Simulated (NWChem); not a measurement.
Molecule: nitrogen trifluoride (NF₃); SMILES FN(F)F

```xyz
4

F      0.8770     0.8770    -0.1272
N      0.0000     0.0000     0.4837
F     -1.1980     0.3210    -0.1272
F      0.3210    -1.1980    -0.1272
```
Atoms are numbered in this order, from 1.

Structure relaxed at the B3LYP/6-31G* (spherical d) level.

 Unshifted, non-relativistic core excitations; the lowest 4 roots alone, so stronger bands may lie above.

Q: List the first N K-edge excitations from PBE/cc-pVTZ, restricted-window TDA (NWChem).

A: 
```
state  energy (eV)  dipole oscillator strength           leading excitation (squared amplitude)
-----  -----------  --------------------------  -----------------------------------------------
S1           388.0                      0.0699  1s of atom 2 or its equivalents → LUMO+1 (1.00)
S2           388.0                      0.0699  1s of atom 2 or its equivalents → LUMO+2 (1.00)
S3           388.5                      0.0454    1s of atom 2 or its equivalents → LUMO (1.00)
S4           398.3                      0.0268  1s of atom 2 or its equivalents → LUMO+3 (1.00)
```
